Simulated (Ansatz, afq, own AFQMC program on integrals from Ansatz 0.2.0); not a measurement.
Two steps: Ansatz 0.2.0 writes the Fock matrix and Cholesky factors of the valence space, and afq projects on them the lowest state that overlaps trial and start.

```yaml
crystal:
  periodic: [false, false, false]
  atoms:
    - {symbol: N, position_ang: [0.000000, 0.000000, 1.119979]}
    - {symbol: C, position_ang: [0.000000, 0.000000, -0.025627]}
    - {symbol: H, position_ang: [0.000000, 0.000000, -1.094352]}
basis:
  gaussian: {orbitals: cc-pVDZ}
magnetization: {spin_polarized: false}
correlation: {method: ccsd_t, electrons: outside_noble_gas, hamiltonian_folder: ham}
```

```sh
$ ansatz run in.yaml --threads 1 --pin off --events-out ev --progress --plain --max-ram 1382MiB
```

afq runs on the folder ham with

```
--method phaseless --trial hf --walkers 200 --populations 1 --least-time 40 --time-step 0.005 --steps-per-block 20 --equilibration-blocks 112 --max-blocks 600 --target-error 0.00114 --factor-cut 1e-05 --seed 3066 --taylor-order 6
```

Times are imaginary, in 1/Eh. The walk had a cap of 512 s.

```
orbitals 31  electrons 5 5  factors 232 of 313
reference energy -92.88386333 Eh
CCSD correlation -0.29194922 Eh in 10 cycles, weight of the determinant in the CISD state 0.8896
energy of the start -92.883863 Eh
 block  time / (1/Eh)  mean weight  energy / Eh
     1     0.100  1.0018  -92.958179
     2     0.200  1.0030  -93.011251
     3     0.300  1.0020  -93.045962
     4     0.400  1.0012  -93.065909
     5     0.500  1.0033  -93.094567
     8     0.800  1.0017  -93.117179
    18     1.800  1.0002  -93.171713
    69     6.900  1.0013  -93.201108
   120    12.000  1.0004  -93.171306
   171    17.100  1.0001  -93.194702
   222    22.200  1.0006  -93.168646
   273    27.300  1.0009  -93.198584
   324    32.400  0.9990  -93.231982
   375    37.500  0.9992  -93.162803
   426    42.600  0.9997  -93.176890
   477    47.700  1.0008  -93.150058
   528    52.800  0.9996  -93.157622
   579    57.900  0.9986  -93.178606
   630    63.000  0.9982  -93.137586
   681    68.100  0.9997  -93.184608
   698    69.800  1.0023  -93.175088
blocks merged  error / Eh  count
     1  0.001138  600
     2  0.001514  300
     4  0.001956  150
     8  0.002382  75
    16  0.002577  37
    32  0.002855  18
    64  0.002922  9
energy -93.189268 +/- 0.002855 Eh
(rows thinned)
```

(1) Estimate how long the walk took on 1 thread of Intel(R) Xeon(R) Platinum 8488C (Sapphire Rapids) (shared host).

The run passed its tests (sampling time, drift between the halves within three errors, error under three times the target), which doesn't prove that it has relaxed.

Against this walk (error 77.7 meV) on the same determinant: CCSD(T) 48.9 meV higher (within the noise), CCSDT(Q) 5.5 meV higher (within the noise), a separate phaseless walk with a CISD trial and standard settings 16.7 ± 79.6 meV higher (within the noise). The error is statistical and leaves out the bias of the constraint.

Cautions: constraint bias not in the error; error above the target (77.7 against 31.0 meV).

## Answers

(1) 2.3 min of wall time.

CCSDT and higher add their correlation energy to the determinant of the CCSD(T) run, since their own runs factorise the integrals more tightly (a shift of under 2 meV). A walk keeps the symmetry of its determinant, which the program's search chose and which needn't be the lowest solution, so a lower state of the same spin and another symmetry isn't excluded.
